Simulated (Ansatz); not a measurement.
**SiNHO+ (doublet): wave-function methods side by side, cc-pVDZ**

The task here is to estimate one member of a computed series from the others.

Program: Ansatz 0.2.0, Gaussian basis. Level of theory: cc-pVDZ, core rule «outside noble gas», up to 7 orbitals frozen. These are calculated values, not measurements.

The runs, in order: UHF; CCSD(T) on ROHF; CCSD(T) on UHF; BCCD(T) on ROHF; CISD; CCSDT(Q) on ROHF; CCSDT(Q) on UHF.

6 further runs of the same task are left out: 6 set aside as unsound or not needed.

## What is computed

The geometry is a PBE0/def2-TZVP stationary point (not a proven minimum) of the parent state, kept for this charge and spin.

4 atoms, charge 1, spin multiplicity 2.

Atoms are counted from 1 here; the program's logs count them from 0.

Bond lengths: O1–N2 1.340 Å, O1–H4 0.970 Å, N2–Si3 1.779 Å. Angles: N2–O1–H4 105.4°, O1–N2–Si3 115.0°.

Set-up of the first run:

The input, in.yaml:

```yaml
crystal:
  periodic: [false, false, false]
  atoms:
    - {symbol: O, position_ang: [0.000000, 0.337434, 1.469190]}
    - {symbol: N, position_ang: [0.000000, -0.573001, 0.485749]}
    - {symbol: Si, position_ang: [0.000000, 0.099776, -1.161533]}
    - {symbol: H, position_ang: [0.000000, -0.173786, 2.294129]}
basis:
  gaussian: {orbitals: cc-pVDZ}
total_charge: 1
magnetization: {spin_polarized: true, initial_magnetization: 1}
hamiltonian: {xc: hf}
output: {orbitals: {seedname: orbitals}}
```

On the command line:

```console
ansatz run in.yaml --threads 1 --pin off --events-out ev --progress --plain --max-ram 4096MiB --backend cpu
```

Among the steps run: UHF; CCSD(T) on ROHF; CCSD(T) on UHF; BCCD(T) on ROHF; CISD; CCSDT(Q) on ROHF; CCSDT(Q) on UHF.

One of the session's tables, all rows but one given; the rest of the session is left out.

```
   method  from UCCSDT(Q) (meV)
     ROHF              +12122.8
      UHF              +11990.7
     RMP2               +1347.4
     UMP2                     ?
     CISD               +1838.0
    RCCSD                +505.4
    UCCSD                +502.6
 RCCSD(T)                 +91.9
 UCCSD(T)                 +94.3
  BCCD(T)                 +94.4
   RCCSDT                 +57.3
   UCCSDT                 +57.0
RCCSDT(Q)                 +10.2
UCCSDT(Q)                     0
```

Q: Estimate the row for UMP2 from the others.

**Answer.** from UCCSDT(Q) (meV): +1387.5. In the column «from UCCSDT(Q) (meV)» it lies between RMP2 (+1347.4) and CISD (+1838.0).

Caveats from the session: Restricted and unrestricted rows rest on different reference determinants; where their highest levels disagree by more than a few hundredths of an eV, they describe different states and don't form one ladder.
